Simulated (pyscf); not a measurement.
**Substitution at C: H₃C–CH₂–Br + H atom (H•) → methane (CH₄) + •H₂C–Br**

Gas phase, doublet surface, charge 0. Bonds broken: C1–C2. Bonds formed: C1–H4. Single points on ωB97X-D3(BJ)/def2-SVP structures (PySCF, gas phase).

Transition state (Å):

```xyz
9

C     -0.0531     0.5970    -0.0293
C     -0.9139    -0.6852     0.6866
Br    -0.2494    -1.1551     2.4473
H     -0.7274     0.2569    -0.9892
H      0.9551     0.2375    -0.2793
H      0.0686     1.0838     1.0235
H     -1.9584    -0.3704     0.7999
H     -0.8369    -1.5673     0.0380
H     -0.1379     1.6605    -0.4910
```

One imaginary mode, 910i cm⁻¹; descent along it reached the two sides named.

| bond | change | reactant side (Å) | saddle | product side |
|---|---|---|---|---|
| C1–C2 | breaks | 1.517 | 1.702 | 3.7 |
| C1–H4 | forms | 3.8 | 1.221 | 1.100 |

Electronic energies relative to the separated reactants (eV):

| level | barrier | reaction energy | reverse barrier |
|---|---|---|---|
| ωB97X-D3(BJ)/def2-TZVP | 2.09 | -0.63 | 2.72 |
| PBE/def2-TZVP | 1.62 | -0.69 | 2.31 |
| r²SCAN/def2-TZVP | 1.69 | -0.84 | 2.53 |
| B3LYP-D3(BJ)/def2-TZVP | 1.81 | -0.81 | 2.62 |
| PBE0-D3(BJ)/def2-TZVP | 1.85 | -0.63 | 2.48 |
| M06-2X/def2-TZVP | 2.03 | -0.61 | 2.64 |
| ωB97M-D3(BJ)/def2-TZVP | 2.00 | -0.67 | 2.68 |
| HF/def2-TZVP | 3.04 | -0.78 | 3.82 |

With ωB97M-D3(BJ)/def2-TZVP energies and thermal terms (ideal gas, 1 atm, RRHO with modes under 100 cm⁻¹ raised to 100, one conformer, R ln 2 for rigid chiral ones), in eV:

```
T (K)   ΔH‡   ΔG‡     ΔH     ΔG
-----  ----  ----  -----  -----
298    1.93  2.22  -0.63  -0.77
600    1.91  2.51  -0.65  -0.91
900    1.90  2.82  -0.69  -1.03
1200   1.89  3.13  -0.74  -1.13
```

The same reactants have a lower exit, to H₃C–CH₃ + Br• (barrier +0.75 eV at ωB97M-D3(BJ), against +2.00 eV here). This is the saddle that the search found; another between the same sides may lie lower. The angle at the attacked C is 81°: a side-on saddle, likely not the lowest. Elements up to Kr have no core potential and no relativistic terms here.
